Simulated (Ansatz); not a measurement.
**Structure relaxation of Bi**

Method: Ansatz 0.2.0, DFT PBEsol, scalar-relativistic, plane waves, PAW. Cutoff 420 eV, Γ-centred k mesh, Gaussian smearing, no spin polarisation in the final step.

Bi was placed on the hcp structure type (P6_3/mmc, No. 194), at a guessed volume.

```
CELL_PARAMETERS angstrom
3.76297 0.00000 0.00000
-1.88148 3.25883 0.00000
0.00000 0.00000 6.10750
ATOMIC_POSITIONS crystal
Bi 0.33333 0.66667 0.25000
Bi 0.66667 0.33333 0.75000
```

Cell and atoms relax at zero pressure; the relaxation can't lower the symmetry of the start. After a coarse first stage the cell is made exact in the group found at 0.06 Å.

Energies count from the standard state of Bi at the same level.

Problem. Which crystal results?

Solution. It keeps P6_3/mmc (No. 194). The result has the hcp structure. Conventional cell: a = 3.479 Å, c = 5.740 Å. Bi has 12 Bi at 3.48–3.50 Å.

```xyz
2
Lattice="3.4786 0.0000 0.0000 -1.7393 3.0126 0.0000 0.0000 0.0000 5.7400" Properties=species:S:1:pos:R:3 pbc="T T T"
Bi    0.0000    2.0084    1.4350
Bi    1.7393    1.0042    4.3050
```

Problem. What are its volume, energy, density and gap?

Solution. The volume per atom is 30.08 Å³, the density is 11.54 g/cm³ and the energy over the standard structure is 0.09 eV/atom. The gap on the 18×18×10 mesh is 0 eV (a metal).

The final run used a 18×18×10 mesh on its 2-atom cell and 0.10 eV smearing. The k mesh leaves about 4 meV/atom of noise in metals. Spin–orbit coupling is left out. Symmetry constrained the relaxation, so the result can be a saddle point.

This form isn't the element's structure at ambient conditions.